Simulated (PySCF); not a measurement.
**C2H3Br, a complex of two parts: interaction energy**

The task here is to estimate one member of a computed series from the others.

Programs: PySCF 2.14.0. All values are calculated, for the isolated system unless a continuum is named. Atoms count from 0, parts from 1.

### Starting point

6 atoms, charge 0, multiplicity 1; geometry: GFN2-xTB. Parts: 1 = atoms 0–3, `C#C`, charge 0; 2 = atoms 4–5, `Br`, charge 0.

The first run:

Job settings and geometry (Å):

```
{"job": {"xc": "PBE0", "basis": "def2-TZVPD", "d3": "d3bj", "grid": 3, "kind": "geom", "shake": 0.01}, "charge": 0, "multiplicity": 1, "parts": [{"atoms": "0-3", "charge": 0, "multiplicity": 1}, {"atoms": "4-5", "charge": 0, "multiplicity": 1}]}
C     -0.496954     0.021898     0.186161
C      0.590709     0.073460    -0.255140
H     -1.516065     0.015253     0.555324
H      1.607941     0.091489    -0.640750
Br     0.369435     3.642183     0.539775
H      0.230470     2.266506     0.314244
```

Launch:

```bash
OMP_NUM_THREADS=1 python cluster_run.py task.json out
```

This one command runs all jobs of the session in turn.

Steps of the session up to this table: Geometry optimisation at PBE0-D3(BJ)/def2-TZVPD; Coupled-cluster interaction energy: CCSD(T) and MP2, 2.39 Å; Coupled-cluster interaction energy: CCSD(T) and MP2, 2.51 Å; Coupled-cluster interaction energy: CCSD(T) and MP2, 2.63 Å; Coupled-cluster interaction energy: CCSD(T) and MP2, 2.27 Å; Coupled-cluster interaction energy: CCSD(T) and MP2, 2.99 Å; Coupled-cluster interaction energy: CCSD(T) and MP2, 2.15 Å; Coupled-cluster interaction energy: CCSD(T) and MP2, 3.58 Å; Coupled-cluster interaction energy: CCSD(T) and MP2, 4.78 Å.

One table of the session follows, with a row left open; its other results are not shown here.

It belongs to the step «Coupled-cluster interaction energy: CCSD(T) and MP2, 4.78 Å». 

```
                 method  interaction energy (kcal/mol)
         HF/aug-cc-pVDZ                          -0.30
        MP2/aug-cc-pVDZ                          -0.35
       CCSD/aug-cc-pVDZ                          -0.32
    CCSD(T)/aug-cc-pVDZ                          -0.32
         HF/aug-cc-pVQZ                          -0.29
        MP2/aug-cc-pVQZ                          -0.36
    SCS-MP2/aug-cc-pVQZ                              ?
      MP2, extrapolated                          -0.36
CCSD(T), limit estimate                          -0.34
```

**Question.** Estimate the row for SCS-MP2/aug-cc-pVQZ.

**Answer.** interaction energy (kcal/mol): -0.33. In the column «interaction energy (kcal/mol)» it lies between CCSD(T), limit estimate (-0.34) and CCSD/aug-cc-pVDZ (-0.32).
